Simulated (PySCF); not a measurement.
SMILES [SiH2] (H2Si (cation, charge +1)), doublet at its CAM-B3LYP/def2-SVP optimised geometry (Å):

```
3

Si    -0.3748    -0.6476     0.0000
H     -1.1190     0.6476     0.0000
H      1.1190    -0.6476     0.0000
```

Computed with unrestricted CAM-B3LYP/def2-TZVP (PySCF).

Map of the log10 of the electron density (e/bohr³), floored at −4 on the plane z = 1.5 Å:

```
|0000000000000000000000000000000|
|0000000000000000000000000000000|
|0000000000000000000000000000000|
|0000000000000000000000000000000|
|0000000000000000000000000000000|
|0000000000000000000000000000000|
|0000000000000000000000000000000|
|0000000000000000000000000000000|
|0000000001222100000000000000000|
|0000000123333321000000000000000|
|0000001234555433210000000000000|
|0000001345666554321100000000000|
|0000002456777665433210000000000|
|0000013467788776554332100000000|
|0000013467888877665543210000000|
|0000013567888887776654320000000|
|0000013567899988887765431000000|
|0000013567899999888776431000000|
|0000013567899999988776431000000|
|0000013567899999988765431000000|
|0000013467899999887765421000000|
|0000012457889998876654310000000|
|0000002356788887765443100000000|
|0000001245677776654321000000000|
|0000000134556655432210000000000|
|0000000012344443321000000000000|
|0000000001222222100000000000000|
|0000000000001100000000000000000|
|0000000000000000000000000000000|
|0000000000000000000000000000000|
|0000000000000000000000000000000|
```
Scale: ten equal steps from -4.00 (start of '0') to -2.45 (end of '9'), in the order '0123456789'; x runs from -3.50 to 3.50, y from -3.50 (bottom) to 3.50 (top).
